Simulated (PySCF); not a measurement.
Molfile (atoms numbered from 1):
```
F2H2P2
     RDKit          3D

  6  5  0  0  0  0  0  0  0  0999 V2000
   -1.4033   -0.9752   -1.0798 F   0  0  0  0  0  0  0  0  0  0  0  0
   -0.8648    0.4215   -0.4751 P   0  0  0  0  0  0  0  0  0  0  0  0
   -1.7645    0.4807    0.8639 F   0  0  0  0  0  0  0  0  0  0  0  0
    0.9580   -0.4279    0.5065 P   0  0  0  0  0  0  0  0  0  0  0  0
    1.3962    0.8808    0.8881 H   0  0  0  0  0  0  0  0  0  0  0  0
    1.6830   -0.3771   -0.7268 H   0  0  0  0  0  0  0  0  0  0  0  0
  1  2  1  0
  2  3  1  0
  2  4  1  0
  4  5  1  0
  4  6  1  0
M  END
```

Geometry: PBE0-D3(BJ)/def2-SVP; GIAO absolute shieldings from PySCF, gas phase, non-relativistic, averaged over equivalent atoms.

At HF/pcSseg-2 (186 basis functions, 5.4 s wall time on 1 thread of an Arm Neoverse V1, shared host):
```tsv
atoms	σ (ppm)
F1/F3	320.6
P2	78.2
P4	494.5
H5/H6	29.06
```

Estimate the result of repeating the calculation with B97-D/pcSseg-2.

Results:


```csv
atoms,σ at B97-D/pcSseg-2,change
F1/F3,252.5,-68.1
P2,-28.8,-107.0
P4,444.2,-50.3
H5/H6,28.70,-0.36
```

The largest change is at P2 (phosphorus bonded to 2 F, P). Cost: 186 basis functions, 13 s wall time on 1 thread of an Arm Neoverse V1, shared host.
